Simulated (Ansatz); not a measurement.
# AlSiH5: small, medium and large basis sets

How large a basis does AlSiH5 need? Two functionals and correlated methods are run in growing sets.

Program: Ansatz 0.2.0, Gaussian basis. Level of theory: one geometry, several basis sets. These are calculated values, not measurements.

Plan: PBE0-D4/def2-SVP; ωB97M-V/def2-SVP; PBE0-D4/def2-QZVPP; ωB97M-V/def2-QZVPP; CCSD(T)/cc-pV(D+d)Z; CCSD(T)/cc-pV(T+d)Z; CCSD(T)/cc-pV(Q+d)Z; the functionals' def2-TZVPP values are taken from earlier runs.

### 1 The geometry

An earlier PBE0-D4/def2-TZVP relaxation fixed the geometry.

SMILES `[AlH2][SiH3]`, 7 atoms, charge 0, spin multiplicity 1.

Atoms are counted from 1 here; the program's logs count them from 0.

Bond lengths: Al1–Si2 2.457 Å, Al1–H3 1.589 Å, Al1–H4 1.589 Å, Si2–H5 1.492 Å, Si2–H6 1.492 Å, Si2–H7 1.490 Å. Angles: Si2–Al1–H3 121.5°, Si2–Al1–H4 119.5°, H3–Al1–H4 118.9°, Al1–Si2–H5 110.6°, Al1–Si2–H6 110.7°, Al1–Si2–H7 113.4°, H5–Si2–H6 106.8°, H5–Si2–H7 107.5°, H6–Si2–H7 107.5°.

### 2 PBE0-D4 in def2-SVP

Contents of in.yaml:

```yaml
crystal:
  periodic: [false, false, false]
  atoms:
    - {symbol: Al, position_ang: [-0.333187, -1.372678, 0.083546]}
    - {symbol: Si, position_ang: [0.285410, 1.000263, -0.064778]}
    - {symbol: H, position_ang: [0.695405, -2.468676, 0.597521]}
    - {symbol: H, position_ang: [-1.793709, -1.829919, -0.343694]}
    - {symbol: H, position_ang: [0.135835, 1.494835, -1.464906]}
    - {symbol: H, position_ang: [-0.614899, 1.833144, 0.785503]}
    - {symbol: H, position_ang: [1.686345, 1.274932, 0.361209]}
basis:
  gaussian: {orbitals: def2-SVP}
hamiltonian: {xc: pbe0, dispersion: d4}
output: {orbitals: {seedname: orbitals}}
```

Command:

```bash
ansatz run in.yaml --threads 2 --pin off --events-out ev --progress --plain --max-ram 32768MiB --backend cpu
```

Further steps of the session: ωB97M-V in def2-SVP; PBE0-D4 in def2-QZVPP; ωB97M-V in def2-QZVPP; CCSD(T) in cc-pV(D+d)Z; CCSD(T) in cc-pV(T+d)Z; CCSD(T) in cc-pV(Q+d)Z.

**Question.** What will the summary of the whole plan be? Wanted: MP2 correlation recovered, cc-pV(D+d)Z; MP2 correlation recovered, cc-pV(T+d)Z; MP2 correlation recovered, cc-pV(Q+d)Z; CCSD(T) limit from def2 sets; PBE0-D4: double and triple zeta above quadruple; ωB97M-V: double and triple zeta above quadruple.

**Answer**, as computed:

```
                                                  quantity          value
                    MP2 correlation recovered, cc-pV(D+d)Z         72.5 %
                    MP2 correlation recovered, cc-pV(T+d)Z         89.2 %
                    MP2 correlation recovered, cc-pV(Q+d)Z         95.5 %
CCSD(T) limit from def2 sets (earlier runs) minus this one        -53 meV
           PBE0-D4: double and triple zeta above quadruple  5.59, 0.47 eV
           ωB97M-V: double and triple zeta above quadruple  5.64, 0.46 eV
```

What this shows: For PBE0-D4 the step from double to triple zeta gains 5.12 eV and the next only 0.47 eV. In cc-pV(D+d)Z MP2 holds 72 % of its limit, in cc-pV(Q+d)Z 96 %, while Hartree-Fock is within 0.049 eV in the largest set. A limit from the def2 sets, made apart, differs by 53 meV, a least measure of the doubt on such a limit. These are total energies; as a rule much of such shifts cancels in differences, which this series doesn't test.
